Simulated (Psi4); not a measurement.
Psi4 input (wB97X-D/6-311+G**):

```
memory 1500 MB

molecule {
1 1
P    -0.00494663   -0.00315703    0.11662516
H     0.03811855    1.04938416   -0.84687971
H     0.03608089   -1.00202865   -0.90249773
symmetry c1
no_reorient
no_com
}

set {
  basis 6-311+G**
  reference rks
  scf_type pk
  dft_radial_points 99
  dft_spherical_points 590
  e_convergence 1e-8
  d_convergence 1e-7
  maxiter 150
}

e = energy('wb97x-d')
print_out(f'\nFINAL {e:.10f} DIPOLE {variable("CURRENT DIPOLE")[0]:.6f} {variable("CURRENT DIPOLE")[1]:.6f} {variable("CURRENT DIPOLE")[2]:.6f}\n')
```

Output:

```
   => Loading Basis Set <=

    Name: 6-311+G**
    Role: ORBITAL
    Keyword: BASIS
    atoms 1   entry P          line   390 file 6-311pgss.gbs
    atoms 2-3 entry H          line    42 file 6-311pgss.gbs

   => WB97X-D: Empirical Dispersion <=

    Chai and Head-Gordon Dispersion Correction
    Chai, J.-D.; Head-Gordon, M. (2010), J. Chem. Phys., 132: 6615-6620

        s6 =       1.000000

         ---------------------------------------------------------
                                   SCF
               by Justin Turney, Rob Parrish, Andy Simmonett
                          and Daniel G. A. Smith
                              RKS Reference
         ---------------------------------------------------------

  ==> Geometry <==

    Molecular point group: c1
    Full point group: C1

    Geometry (in Angstrom), charge = 1, multiplicity = 1:

       Center              X                  Y                   Z               Mass
    ------------   -----------------  -----------------  -----------------  -----------------
         P           -0.004946630000    -0.003157030000     0.116625160000    30.973761998420
         H            0.038118550000     1.049384160000    -0.846879710000     1.007825032230
         H            0.036080890000    -1.002028650000    -0.902497730000     1.007825032230

  Running in c1 symmetry.

  Rotational constants: A =      8.56416  B =      7.94357  C =      4.12110 [cm^-1]
  Rotational constants: A = 256747.05269  B = 238142.21166  C = 123547.45873 [MHz]
  Nuclear repulsion =   11.378152715371350

  Charge       = 1
  Multiplicity = 1
  Electrons    = 16
  Nalpha       = 8
  Nbeta        = 8

  ==> Algorithm <==

  SCF Algorithm Type is PK.
  DIIS enabled.
  MOM disabled.
  Fractional occupation disabled.
  Guess Type is SAD.
  Energy threshold   = 1.00e-08
  Density threshold  = 1.00e-07
  Integral threshold = 1.00e-12

  ==> Primary Basis <==

  Basis Set: 6-311+G**
    Blend: 6-311+G**
    Number of shells: 22
    Number of basis functions: 42
    Number of Cartesian functions: 43
    Spherical Harmonics?: true
    Max angular momentum: 2

  ==> DFT Potential <==

   => LibXC <=

    Version 7.1.2
    S. Lehtola, C. Steigemann, M. J. T. Oliveira, and M. A. L. Marques,  SoftwareX 7, 1–5 (2018) (10.1016/j.softx.2017.11.002)

   => Composite Functional: WB97X-D <=

    wB97X-D Hyb-GGA Exchange-Correlation Functional

    J.-D. Chai and M. Head-Gordon,  Phys. Chem. Chem. Phys. 10, 6615–6620 (2008) (10.1039/B810189B)

    Deriv               =              1
    GGA                 =           TRUE
    Meta                =          FALSE

    Exchange Hybrid     =           TRUE
    MP2 Hybrid          =          FALSE

   => Exchange-Correlation Functionals <=

    1.0000   wB97X-D range-separated functional

   => Exact (HF) Exchange <=

    0.7780            HF,LR [omega = 0.2000]
    0.2220               HF

   => LibXC Density Thresholds  <==

    XC_HYB_GGA_XC_WB97X_D:  1.00E-14

   => Molecular Quadrature <=

    Radial Scheme          =       TREUTLER
    Pruning Scheme         =           NONE
    Nuclear Scheme         =       TREUTLER

    Blocking Scheme        =         OCTREE
    BS radius alpha        =              1
    Pruning alpha          =              1
    Radial Points          =             99
    Spherical Points       =            590
    Total Points           =         170873
    Total Blocks           =           1305
    Max Points             =            256
    Max Functions          =             42
    Weights Tolerance      =       1.00E-15

  ==> Integral Setup <==

  Using in-core PK algorithm.
   Calculation information:
      Number of atoms:                   3
      Number of AO shells:              22
      Number of primitives:             37
      Number of atomic orbitals:        43
      Number of basis functions:        42

      Integral cutoff                 1.00e-12
      Number of threads:                 1

  Performing in-core PK
  Using 1224468 doubles for integral storage.
  We computed 32131 shell quartets total.
  Whereas there are 32131 unique shell quartets.

  Computing range-separated integrals for PK
  We computed 32131 wK shell quartets total.
  Whereas there are 32131 wK unique shell quartets.

  ==> DiskJK: Disk-Based J/K Matrices <==

    J tasked:                  Yes
    K tasked:                  Yes
    wK tasked:                 Yes
    Omega:               2.000E-01
    Schwarz Cutoff:          1E-12


  Cached 100.0% of DFT collocation blocks in 0.178 [GiB].

  Minimum eigenvalue in the overlap matrix is 1.8275897939E-02.
  Reciprocal condition number of the overlap matrix is 3.7611209178E-03.
    Using symmetric orthogonalization.

  ==> Pre-Iterations <==

  SCF Guess: Superposition of Atomic Densities via on-the-fly atomic UHF (no occupation information).

   -------------------------
    Irrep   Nso     Nmo
   -------------------------
     A         42      42
   -------------------------
    Total      42      42
   -------------------------

  ==> Iterations <==

                        Total Energy        Delta E     RMS |[F,P]|

   @RKS iter SAD:  -342.07732922746050   -3.42077e+02   0.00000e+00
   @RKS iter   1:  -342.12425800594065   -4.69288e-02   6.23421e-03 DIIS/ADIIS
   @RKS iter   2:  -342.14188823333438   -1.76302e-02   1.87717e-03 DIIS/ADIIS
   @RKS iter   3:  -342.14265463685325   -7.66404e-04   2.12040e-04 DIIS/ADIIS
   @RKS iter   4:  -342.14272569280575   -7.10560e-05   5.22772e-05 DIIS
   @RKS iter   5:  -342.14272751981792   -1.82701e-06   7.15349e-06 DIIS
   @RKS iter   6:  -342.14272758410419   -6.42863e-08   9.49886e-07 DIIS
   @RKS iter   7:  -342.14272758583019   -1.72599e-09   1.57071e-07 DIIS
   @RKS iter   8:  -342.14272758587703   -4.68390e-11   1.90583e-08 DIIS
  Energy and wave function converged.

  ==> Post-Iterations <==

   Electrons on quadrature grid:
      Ntotal   =   16.0000000883 ; deviation = 8.829e-08

    Orbital Energies [Eh]
    ---------------------

    Doubly Occupied:

       1A    -77.603278     2A     -7.050836     3A     -5.206516
       4A     -5.192633     5A     -5.189182     6A     -1.039869
       7A     -0.772569     8A     -0.691917

    Virtual:

       9A     -0.393115    10A     -0.170676    11A     -0.139996
      12A     -0.069700    13A     -0.069554    14A     -0.066271
      15A     -0.062473    16A      0.131271    17A      0.137357
      18A      0.150972    19A      0.189747    20A      0.228293
      21A      0.340095    22A      0.351625    23A      0.368562
      24A      0.379260    25A      0.586265    26A      0.675195
      27A      1.137122    28A      1.188845    29A      1.223517
      30A      1.238410    31A      1.364185    32A      1.365258
      33A      1.434094    34A      1.789323    35A      1.891382
      36A      2.334053    37A      2.373371    38A      6.601915
      39A     13.572106    40A     13.633600    41A     13.633907
      42A    162.780021

    Final Occupation by Irrep:
              A
    DOCC [     8 ]
    NA   [     8 ]
    NB   [     8 ]

  @RKS Final Energy:  -342.14272758587703

   => Energetics <=

    Nuclear Repulsion Energy =             11.3781527153713498
    One-Electron Energy =                -489.7394565257245063
    Two-Electron Energy =                 153.3927449170604405
    DFT Exchange-Correlation Energy =     -17.1740305957761947
    Empirical Dispersion Energy =          -0.0001380968081204
    VV10 Nonlocal Energy =                  0.0000000000000000
    Total Energy =                       -342.1427275858770258

Computation Completed

Properties will be evaluated at   0.000000,   0.000000,   0.000000 [a0]

Properties computed using the SCF density matrix

 Multipole Moments:

 ------------------------------------------------------------------------------------
     Multipole            Electronic (a.u.)      Nuclear  (a.u.)        Total (a.u.)
 ------------------------------------------------------------------------------------

 L = 1.  Multiply by 2.5417464519 to convert [e a0] to [Debye]
 Dipole X            :          0.0176415           -0.0000000            0.0176415
 Dipole Y            :          0.0112590            0.0000001            0.0112591
 Dipole Z            :         -0.4159271           -0.0000001           -0.4159272
 Magnitude           :                                                    0.4164533

 ------------------------------------------------------------------------------------

FINAL -342.1427275859 DIPOLE 0.017641 0.011259 -0.415927

*** Psi4 exiting successfully. Buy a developer a beer!
```

The dipole moment of an ion depends on the origin.
